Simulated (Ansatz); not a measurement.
Relaxation of C2HClS (5 atoms, charge 0, multiplicity 1), to a largest force component of 0.02 eV/Å in at most 50 steps.

All numbers below come from RKS r2SCAN-D4/def2-SVP in Ansatz 0.2.0.

```xyz
5
Properties=species:S:1:pos:R:3
S -1.212 -1.670 1.460
C -0.300 -0.492 0.438
C 0.378 0.322 -0.292
Cl -0.305 1.364 -1.383
H 1.489 0.403 -0.265
```

**Question.** Where does it end, and by what steps?

**Answer.** The run converged. After 8 steps the energy has fallen by 1.146 eV; S1 moved furthest, 0.19 Å.

```json
{"step": "0", "energy less start (eV)": "0.0000", "largest force component (eV/Å)": "5.555", "accepted": "yes"}
{"step": "1", "energy less start (eV)": "-0.9092", "largest force component (eV/Å)": "2.815", "accepted": "yes"}
{"step": "2", "energy less start (eV)": "-0.8937", "largest force component (eV/Å)": "3.282", "accepted": "no"}
{"step": "3", "energy less start (eV)": "-1.1349", "largest force component (eV/Å)": "0.678", "accepted": "yes"}
{"step": "4", "energy less start (eV)": "-1.1184", "largest force component (eV/Å)": "0.726", "accepted": "no"}
{"step": "5", "energy less start (eV)": "-1.1437", "largest force component (eV/Å)": "0.099", "accepted": "yes"}
{"step": "6", "energy less start (eV)": "-1.1458", "largest force component (eV/Å)": "0.046", "accepted": "yes"}
{"step": "7", "energy less start (eV)": "-1.1460", "largest force component (eV/Å)": "0.028", "accepted": "yes"}
{"step": "8", "energy less start (eV)": "-1.1461", "largest force component (eV/Å)": "0.004", "accepted": "yes"}
```

```xyz
5
Properties=species:S:1:pos:R:3
S -1.132 -1.541 1.352
C -0.310 -0.546 0.474
C 0.391 0.293 -0.267
Cl -0.382 1.371 -1.390
H 1.482 0.349 -0.209
```

Whether the end is a true minimum wasn't checked by a vibrational analysis.

Run time: 60 s on 1 thread of Arm Neoverse N1, on a shared host, peak memory 0.14 GiB.
